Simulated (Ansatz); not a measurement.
## Ca₂I: from a trial structure to a relaxed crystal

Theory: DFT PBE, scalar-relativistic, plane waves, PAW (Ansatz). Cutoff 420 eV, Γ-centred k mesh, Gaussian smearing, no spin polarisation in the final step.

Ca₂I was placed on the 3R molybdenite structure type (R3m, No. 160), with I in place of Mo, Ca in place of S, at a guessed volume.

```xyz
3
Lattice="1.9026 1.0985 7.3667 -1.9026 1.0985 7.3667 0.0000 -2.1970 7.3667" Properties=species:S:1:pos:R:3 pbc="T T T"
Ca    0.0000    0.0000   16.5398
Ca    0.0000    0.0000   12.9264
I     0.0000    0.0000    0.0000
```

Steps on the 6×6×6 mesh (3 atoms). 6 of 6 steps are shown, and the free energy counts from the last. Trial steps that were taken back and renewals of the plane-wave basis can be among the rows.

```tsv
step	ΔF (meV/atom)	V (Å³/atom)	P (GPa)	largest force component (eV/Å)
1	597.6	30.79	12.50	3.063
2	208.3	32.65	5.66	1.509
3	47.7	33.68	3.07	0.474
4	6.7	35.90	1.14	0.065
5	0.5	37.45	0.16	0.031
6	0.0	37.45	0.17	0.031
```

A final relaxation ran on a 12×12×12 mesh. The relaxed crystal, R3m (No. 160):

```cif
data_structure
_symmetry_space_group_name_H-M 'R3m:H'
_symmetry_Int_Tables_number 160
_cell_length_a 4.0909
_cell_length_b 4.0909
_cell_length_c 23.4653
_cell_angle_alpha 90.000
_cell_angle_beta 90.000
_cell_angle_gamma 120.000
_cell_volume 340.09
loop_
_atom_site_label
_atom_site_type_symbol
_atom_site_symmetry_multiplicity
_atom_site_Wyckoff_symbol
_atom_site_fract_x
_atom_site_fract_y
_atom_site_fract_z
_atom_site_occupancy
Ca1 Ca 3 a 0.00000 0.00000 0.22942 1
Ca2 Ca 3 a 0.33333 0.66667 0.10375 1
I1 I 3 a 0.00000 0.00000 0.00020 1
```

For Ca₂I, the volume per atom is 37.79 Å³, the density is 3.03 g/cm³ and the energy over the elements is -0.69 eV/atom. The gap on the 12×12×12 mesh is 0 eV (a metal).

Formation energies are uncorrected and refer to the elements' standard structures at the same level.

The final run used a 12×12×12 mesh on its 3-atom cell and 0.10 eV smearing. For metals, differences of a few meV/atom aren't resolved. Spin–orbit coupling is left out.

Symmetry constrained the relaxation, so the result can be a saddle point.

Cost: 3 runs of about 6.2 core-minutes in all, on Intel Xeon Platinum 8259CL (Skylake/Cascade Lake) (shared hosts).